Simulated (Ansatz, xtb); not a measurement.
# H3NSi2−: where a starting geometry ends

The starting geometry of this gas-phase doublet has its atoms placed at random.

| atom | x (Å) | y (Å) | z (Å) |
| --- | --- | --- | --- |
| N | -0.6354 | -0.7433 | 0.4101 |
| Si | 1.6653 | -0.1237 | -1.1920 |
| Si | 0.9943 | 1.2611 | 0.3921 |
| H | -0.4893 | 1.8526 | 1.0262 |
| H | -0.3274 | 0.4300 | 0.8324 |
| H | -0.1951 | 0.6642 | -1.5678 |

Q: Guess where an optimisation with r2SCAN-D4/def2-SVPD ends from this start.

A: It ends as a structure given below by its coordinates. Distances that change by over a tenth: Si2–Si3 (2.21 → 2.49 Å). Contacts that open: Si3–H5 (1.62 → 2.48 Å). Contacts that close: N1–Si2 (2.87 → 1.82 Å), N1–Si3 (2.58 → 1.82 Å), N1–H5 (1.28 → 1.02 Å), Si2–H6 (2.05 → 1.56 Å).

The energy falls by 6.79 eV over 12 steps:

| step | E − E(last) (eV) |
| --- | --- |
| 1 | 6.788 |
| 2 | 5.279 |
| 3 | 4.184 |
| 5 | 2.052 |
| 6 | 1.388 |
| 7 | 0.681 |
| 8 | 0.353 |
| 10 | 0.016 |
| 11 | 0.001 |
| 12 | 0.000 |

Final geometry (Å):

```yaml
atoms:
  - { symbol: N, position_ang: [0.1486, -0.2350, 0.4940] }
  - { symbol: Si, position_ang: [1.0142, -0.0864, -1.1026] }
  - { symbol: Si, position_ang: [1.0643, 1.2608, 0.9887] }
  - { symbol: H, position_ang: [-0.1375, 2.2566, 0.9795] }
  - { symbol: H, position_ang: [-0.8696, -0.2161, 0.5062] }
  - { symbol: H, position_ang: [-0.2075, 0.3611, -1.9648] }
```

From the same start GFN2-xTB ends elsewhere, in pieces: H2NSi2 + H.

From so rough a start the end depends on the optimiser's path, so another program may land elsewhere. The end wasn't checked by frequencies. Open shells are spin-unrestricted. Run with Ansatz 0.2.0, 2.2 min on 2 threads of Arm Neoverse V2, on a shared host.
